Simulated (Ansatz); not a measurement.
**FH2Si (charge -1): ladder of basis sets**

Wanted for FH2Si (charge -1): a ladder of basis sets.

All numbers are computed with the Python package of Ansatz 0.2.0. The levels of theory stand in the script.

### 1 The system

Bond lengths: F1–Si2 1.604 Å, Si2–H3 1.485 Å, Si2–H4 1.485 Å. Angles: F1–Si2–H3 108.7°, F1–Si2–H4 108.7°, H3–Si2–H4 108.7°.

The script holds or builds the structure itself.

### 2 The script

Contents of fh2si_basis.py:

```python
"""Basis-set convergence for FH2Si(-)."""

from dataclasses import dataclass

import ansatz as az
from ase import Atoms


@dataclass(frozen=True)
class RunConfig:
    functional: str = "PBE0"
    net_charge: int = -1


opts = RunConfig()


def main() -> None:
    atoms = Atoms(["F", "Si", "H", "H"], positions=[
        (1.4598, -0.2372, -0.1396),
        (-0.0328, 0.0044, 0.395),
        (-0.9073, -1.0746, -0.1306),
        (-0.5197, 1.3075, -0.1248),
    ])
    geometry = az.Crystal.molecule_from_ase(atoms)

    model = (
        geometry.calculation()
        .functional(opts.functional)
        .charge(opts.net_charge)
    )

    energies = {}
    for basis in ["STO-3G", "6-31G", "6-31G*", "def2-SVP", "def2-SVPD", "def2-TZVP", "def2-TZVPP"]:
        r = model.basis(gaussian=basis).run(threads=1, pin="off").report
        size = r["n_frozen"] + r["n_occupied"][0] + r["n_virtual"][0]
        energies[basis] = (r["reference_energy_ev"] / 27.211386246, r["free_energy_ev"] / 27.211386246)
        print(f"{basis:14s} {size:4d} orbitals  reference {energies[basis][0]:14.6f} Ha  total {energies[basis][1]:14.6f} Ha")

    last = energies["def2-TZVPP"][1]
    for basis, (_, total) in energies.items():
        print(f"{basis:14s} lies {27.211386 * (total - last):9.4f} eV above def2-TZVPP")


if __name__ == "__main__":
    main()
```

### 3 The calls as engine input

The engine receives this input (first run):

```yaml
crystal:
  periodic: [false, false, false]
  atoms:
    - { symbol: F, position_ang: [1.4598, -0.2372, -0.1396] }
    - { symbol: Si, position_ang: [-0.0328, 0.0044, 0.395] }
    - { symbol: H, position_ang: [-0.9073, -1.0746, -0.1306] }
    - { symbol: H, position_ang: [-0.5197, 1.3075, -0.1248] }
basis:
  gaussian:
    orbitals: STO-3G
hamiltonian:
  xc: pbe0
total_charge: -1.0
```

### 4 The run

Launch:

```sh
> python fh2si_basis.py
```

The log of the run:

```text
STO-3G           16 orbitals  reference    -385.279730 Ha  total    -385.279730 Ha
6-31G            26 orbitals  reference    -390.240338 Ha  total    -390.240338 Ha
6-31G*           38 orbitals  reference    -390.295525 Ha  total    -390.295525 Ha
def2-SVP         42 orbitals  reference    -390.144292 Ha  total    -390.144292 Ha
def2-SVPD        63 orbitals  reference    -390.167002 Ha  total    -390.167002 Ha
def2-TZVP        80 orbitals  reference    -390.389005 Ha  total    -390.389005 Ha
def2-TZVPP      101 orbitals  reference    -390.389571 Ha  total    -390.389571 Ha
STO-3G         lies  139.0458 eV above def2-TZVPP
6-31G          lies    4.0608 eV above def2-TZVPP
6-31G*         lies    2.5591 eV above def2-TZVPP
def2-SVP       lies    6.6744 eV above def2-TZVPP
def2-SVPD      lies    6.0564 eV above def2-TZVPP
def2-TZVP      lies    0.0154 eV above def2-TZVPP
def2-TZVPP     lies    0.0000 eV above def2-TZVPP
```

Wall time 5 s (1 thread of Arm Neoverse V1, shared host); peak memory 0.2 GiB.

### 5 Inputs of later runs

The engine's inputs for some of the other runs:

Run 2, against run 1:

```diff
@@ -10 +10 @@
-    orbitals: STO-3G
+    orbitals: "6-31G"
```

Run 5, against run 1:

```diff
@@ -10 +10 @@
-    orbitals: STO-3G
+    orbitals: def2-SVPD
```

Run 7, against run 1:

```diff
@@ -10 +10 @@
-    orbitals: STO-3G
+    orbitals: def2-TZVPP
```

### 6 The engine's runs

The 7 runs, in the order started:

| run | basis | energy (eV) | SCF cycles | CPU time (s) |
| --- | --- | --- | --- | --- |
| 1 | STO-3G | -10483.9956 | 10 | 0.27 |
| 2 | 6-31G | -10618.9806 | 14 | 0.41 |
| 3 | 6-31G* | -10620.4823 | 15 | 0.53 |
| 4 | def2-SVP | -10616.3670 | 15 | 0.52 |
| 5 | def2-SVPD | -10616.9850 | 15 | 0.82 |
| 6 | def2-TZVP | -10623.0260 | 14 | 0.88 |
| 7 | def2-TZVPP | -10623.0414 | 14 | 1 |

### 7 What came out

```
                           quantity                                                value
                      runs compared                                                    7
change of the total from set to set  -134.985, -1.502, +4.115, -0.618, -6.041, -0.015 eV
```

**Reading.** Against STO-3G: 6-31G -4960.6 mHa, 6-31G* -5015.8 mHa, def2-SVP -4864.6 mHa, def2-SVPD -4887.3 mHa, def2-TZVP -5109.3 mHa and def2-TZVPP -5109.8 mHa. The last step alone is -0.57 mHa (these two sets differ little on atoms other than hydrogen). Notes:
- The drop along the ladder measures the basis error, and is no property of the molecule.
- The geometry is a force-field or estimated start, not a minimum of this method, and the last set is no limit. Much of the fall in a total is atomic energy, which cancels in bond and reaction energies.
- Totals across families of basis sets mostly measure their core functions.
